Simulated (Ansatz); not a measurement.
`C=C(F)S`, charge 0, multiplicity 1.

(1) Give a relaxed structure at PBE0-D4/def2-TZVP (the Gaussian-basis code of Ansatz). (Best estimate.)

Results:

(1) Computed: 
```xyz
7

C    -0.652    0.373   -0.587
C    -0.146   -0.416    0.346
F    -0.907   -1.332    0.954
S     1.479   -0.499    0.999
H    -0.044    1.115   -1.081
H    -1.694    0.274   -0.860
H     1.965    0.486    0.230
```
Point group Cs.
